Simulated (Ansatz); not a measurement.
# Bands of Ca

```
Ca
1.0
     0.00000    2.76214    2.76214
     2.76214    0.00000    2.76214
     2.76214    2.76214    0.00000
Ca
1
Direct
  0.00000 0.00000 0.00000
```

The structure comes from a relaxation in the same program, started in the fcc type, and has space group Fm-3m. Whether it is a known phase or the ground state wasn't checked.

These are results of DFT, PBE, all-electron LAPW, scalar-relativistic in Ansatz 0.2.0, not measurements.

The runs use a Γ-centred 11×11×11 k mesh, Fermi–Dirac smearing of 0.03 eV, basis error target 1 meV/atom, no spin polarisation.

Points in fractions of the reciprocal vectors of this cell: Γ (0, 0, 0), X (0.5, 0, 0.5), U (0.625, 0.25, 0.625), K (0.375, 0.375, 0.75), L (0.5, 0.5, 0.5), W (0.5, 0.25, 0.75). The path joins them by straight lines in the order Γ–X–U–K–Γ–L–W–X; legs that retrace an earlier one aren't tabulated. Energies are in eV from the Fermi level.

(1) List the levels at U between -8 and 2 eV.

(2) List the levels at K between -8 and 2 eV.

(3) List the levels at W between -8 and 2 eV.

(4) What is the band gap?

## Answers

(1) 0.03, 0.41, 0.83.

(2) 0.03, 0.41, 0.83.

(3) 0.20, 0.69 (×2).

(4) None at this level of theory (metallic, semimetallic, or a small gap that the functional closes).
